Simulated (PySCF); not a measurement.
Bonds (- single, = double, # triple, : aromatic): C1-C2, C2-C3, C2-F4. C1 carries H5, H6, H7; C2 carries H8; C3 carries H9, H10, H11.

GIAO shifts from PySCF 2.14.0 with density-fitted response routines on PBE0-D3(BJ)/def2-TZVP geometries (one conformer, non-relativistic, equivalent nuclei averaged), against TMS at the same level and in the same medium; PCM means IEF-PCM chloroform.

Measured (solution, not stated per compound (mostly CDCl3 or CCl4); Pretsch, Buehlmann, Badertscher, Structure Determination of Organic Compounds, 4th ed. (2009)): C2 87.3, C1/C3 22.6, H8 4.84, H5/H6/H7/H9/H10/H11 1.34 ppm.

Which unscaled values do B97-2/pcSseg-2, gas; WP04/pcSseg-2, PCM; wB97X-D/pcSseg-2, PCM give, and how close are they?

Answers


| atoms | measured | B97-2/pcSseg-2, gas | WP04/pcSseg-2, PCM | wB97X-D/pcSseg-2, PCM |
| --- | --- | --- | --- | --- |
| C2 | 87.3 | 92.1 | 99.1 | 94.5 |
| C1/C3 | 22.6 | 25.0 | 25.5 | 25.5 |
| H8 | 4.84 | 4.81 | 4.85 | 4.90 |
| H5/H6/H7/H9/H10/H11 | 1.34 | 1.25 | 1.33 | 1.31 |

Mean absolute error for 13C: B97-2/pcSseg-2, gas 3.6, WP04/pcSseg-2, PCM 7.3, wB97X-D/pcSseg-2, PCM 5.1 ppm.

Mean absolute error for 1H: B97-2/pcSseg-2, gas 0.06, WP04/pcSseg-2, PCM 0.01, wB97X-D/pcSseg-2, PCM 0.05 ppm.
